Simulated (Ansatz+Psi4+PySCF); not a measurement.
Two shapes of doublet HOF(+).

Shape 1:

```xyz
3

O     0.0000   -0.0046    0.0052
H     0.0000    0.7259    0.6394
F     0.0000   -1.0747    0.9444
```

Shape 2:

```xyz
3

O     0.0093   -0.0079   -0.0122
H     0.0090    0.7154    0.6539
F     0.0181   -1.0830    0.9427
```

Basis set: cc-pVTZ (spherical functions). Left uncorrelated: 2 orbitals. Correlation on ROHF uses semicanonical orbitals with singles. Charge 1, multiplicity 2.

Computed with Ansatz (development build ahead of 0.2.0) and Psi4 1.11; each method stands on the lowest determinant of its kind that the runs found.

Which shape is lower in energy, and by how much in each method?

| method | E(2) − E(1) (eV) |
| --- | --- |
| ROHF | 0.074 |
| UHF | 0.004 |
| ROHF-MP2 | 0.035 |
| UHF-MP2 | 0.141 |

Shape 1 is lower. Caution for UHF, UHF-MP2: the unrestricted determinant is spin contaminated.
